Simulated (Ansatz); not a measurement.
A calculation with Ansatz (development build ahead of 0.2.0).

```yaml
crystal:
  periodic: [false, false, false]
  atoms:
    - { symbol: "N", position_ang: [0.55, 0.0, 3.3] }
    - { symbol: "N", position_ang: [-0.55, 0.0, 3.3] }
    - { symbol: F, position_ang: [0.71, 0.0, 0.0] }
    - { symbol: F, position_ang: [-0.71, 0.0, 0.0] }
basis:
  gaussian: { orbitals: def2-SVP }
hamiltonian:
  xc: hf
```

The input is written out in the form of the current development build from the run's settings.

Results

```yaml
Converged: yes
Total_energy: -307.35771 hartree
Spin_squared_of_the_determinant: 0.000
```
